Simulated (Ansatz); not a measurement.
A nudged elastic band was laid between two geometries of C2H4N2O (9 atoms, charge 0, multiplicity 1).

All numbers below come from RKS PBE0-D4/6-31G* (Ansatz).

```
movable images  : 5
climbing image  : yes
spring          : 5.0 eV/Å²
optimiser       : quadratic models (default)
start path      : IDPP
force threshold : 0.05 eV/Å
iteration limit : 60
end points      : relaxed
```

First end point:

```xyz
9
Properties=species:S:1:pos:R:3
N -1.493 0.258 0.362
C -0.340 -0.545 0.221
N 1.057 -0.125 0.831
C 0.852 -0.101 -0.410
O 1.453 0.222 -1.547
H -1.269 1.247 0.315
H -1.958 0.077 1.247
H -0.562 -1.610 0.290
H 2.349 0.530 -1.326
```

Last end point:

```xyz
9
Properties=species:S:1:pos:R:3
N -1.394 0.304 0.299
C -0.227 -0.502 0.285
N 1.073 -0.089 1.056
C 1.034 -0.044 -0.199
O 1.828 0.326 -1.199
H -1.153 1.289 0.365
H -1.976 0.075 1.099
H -0.460 -1.567 0.306
H 1.362 0.162 -2.031
```

(1) What changes between the two ends?

(2) Give the energies along the band, and the barrier.

(3) What is the geometry of the highest image?

(4) What are the harmonic wavenumbers there?

Results:

(1) No bond is made or broken. The dihedral N3–C4–O5–H9 goes from 1 to 179°.

(2) The forces met the threshold. The highest image is number 3 of 0 to 6, 34.6 kJ/mol above the first end and 28.6 kJ/mol above the last; the last end lies 6.0 kJ/mol above the first. A vibrational analysis at the climbing image gives one clearly imaginary mode, 509i cm⁻¹: a first-order saddle point.

```tsv
image	path coordinate (Å)	energy (kJ/mol)	dihedral N3–C4–O5–H9 (°)
0	0.00	0.0	1
1	0.35	6.2	19
2	0.69	24.4	54
3	1.04	34.6	93
4	1.40	25.2	129
5	1.75	11.3	157
6	2.11	6.0	179
```

(3) 
```xyz
9
Properties=species:S:1:pos:R:3
N -1.532 0.096 0.279
C -0.263 -0.515 0.218
N 0.985 0.079 1.004
C 0.916 0.150 -0.245
O 1.579 0.723 -1.266
H -1.467 1.108 0.268
H -2.043 -0.187 1.109
H -0.320 -1.603 0.233
H 2.234 0.103 -1.616
```

(4) 509i, 223, 324, 369, 487, 598, 669, 815, 903, 1023, 1148, 1195, 1256, 1399, 1540, 1701, 1907, 3174, 3536, 3635, 3796 cm⁻¹.

The run took 93 s on 1 thread of Arm Neoverse V2, on a shared host, peak memory 0.16 GiB.
